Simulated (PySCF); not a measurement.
# S2O (Disulfur monoxide) at revPBE/def2-TZVP

Aim: a single-point energy of S2O (Disulfur monoxide). 

The calculation is run with PySCF 2.14.0.

1 further run of the same task is left out (set aside as unsound or not needed). Runs told in other sessions of the task aren't counted.

## Step 1: Starting point

S2O: 3 atoms, total charge 0, spin state singlet. SMILES: `O=S=S`. The coordinates come from a GFN2-xTB relaxation.

Bond lengths: O1–S2 1.448 Å, S2–S3 1.909 Å. Angles: O1–S2–S3 114.6°.

## Step 2: A single-point energy at revPBE/def2-TZVP

The input, input.py:

```python
from pyscf import gto, dft

mol = gto.M(
    atom='''
O      0.815171     2.259205     0.912964
S      1.057245    -0.397712     0.301033
S     -1.872397    -1.861494    -1.213998
''',
    max_memory=1860,
    charge=0,
    unit='bohr',
    basis='def2-tzvp',
    verbose=3,
)

ks = dft.RKS(mol)
ks.xc = 'revpbe'
ks.grids.level = 5
ks.conv_tol = 1e-10
ks.kernel()
if not ks.converged:
    ks = ks.newton().run(ks.mo_coeff, ks.mo_occ)

etot = ks.e_tot
print('Final energy', etot)
```

Started as:

```
$ OMP_NUM_THREADS=1 python input.py
```

**Question.** What will come out? Wanted: total energy; dipole moment; HOMO energy; LUMO energy; HOMO–LUMO gap.

**Answer.** As computed:

Level: revPBE/def2-TZVP.

| quantity | value |
| --- | --- |
| total energy | -871.49219 Eh |
| dipole moment | 1.30 D |
| HOMO energy | -6.77 eV |
| LUMO energy | -4.67 eV |
| HOMO–LUMO gap | 2.10 eV |
